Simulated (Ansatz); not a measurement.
## [H···H···CH3], doublet along the distance H1-H2

Starting geometry:

```xyz
6

H    -2.0889    0.0000    0.0000
H    -1.3439    0.0000    0.0000
C     0.2301    0.0000    0.0000
H     0.2301   -1.0800    0.0000
H     0.2301    0.5400    0.9353
H     0.2301    0.5400   -0.9353
```

From there H2 is moved from one fragment to the other while all else, the fragments' distance too, stays fixed; atoms are numbered as listed. Energies are in eV, counted from the starting geometry at the same level. Kohn–Sham curves are unrestricted where that lies lower.

Basis cc-pVDZ; Ansatz 0.2.0. Correlated methods freeze the noble-gas cores. Prefix R: restricted or restricted open-shell reference; prefix U: unrestricted.

In so small a basis the reference is far from its limit while semilocal and hybrid functionals are nearer theirs (RPA and double hybrids share much of the reference's basis error), so the functionals' errors here hold much of the reference's basis and frozen-core error, which can add to them or hide them.

Full CI isn't at hand for all of this; UCCSDT(Q) serves as the reference, and is uncertain by about the last step of the cluster series.

| distance H1-H2 (Å) | UCCSDT(Q) | PBE | BLYP | r2SCAN | PBE0 | B3LYP | wB97M-V | B2PLYP | RPA-PBE |
| --- | --- | --- | --- | --- | --- | --- | --- | --- | --- |
| 0.693 | 0.078 | 0.136 | 0.122 | 0.108 | 0.110 | 0.103 | 0.094 | 0.087 | 0.087 |
| 0.745 | 0.000 | 0.000 | 0.000 | 0.000 | 0.000 | 0.000 | 0.000 | 0.000 | 0.000 |
| 0.814 | 0.023 | -0.056 | -0.039 | -0.020 | -0.021 | -0.013 | -0.002 | 0.008 | 0.009 |
| 0.883 | 0.113 | -0.038 | -0.004 | 0.032 | 0.028 | 0.044 | 0.062 | 0.084 | 0.085 |
| 0.952 | 0.212 | 0.007 | 0.056 | 0.104 | 0.095 | 0.120 | 0.141 | 0.168 | 0.171 |
| 1.022 | 0.286 | 0.055 | 0.117 | 0.166 | 0.152 | 0.187 | 0.203 | 0.233 | 0.240 |
| 1.091 | 0.332 | 0.105 | 0.179 | 0.217 | 0.196 | 0.244 | 0.247 | 0.275 | 0.292 |
| 1.160 | 0.382 | 0.180 | 0.265 | 0.281 | 0.254 | 0.315 | 0.298 | 0.326 | 0.355 |
| 1.229 | 0.489 | 0.324 | 0.416 | 0.409 | 0.374 | 0.447 | 0.407 | 0.436 | 0.480 |

Judged by the spread of the error over the points with a reference (largest less smallest), which of these follows UCCSDT(Q) best and which worst?

Subtracting the UCCSDT(Q) column from each: best RPA-PBE (errors from -0.046 to 0.009, spread 0.055 eV), worst PBE (from -0.231 to 0.058, spread 0.289 eV). Functionals and wave-function methods converge differently with the basis, so part of this is basis effect.
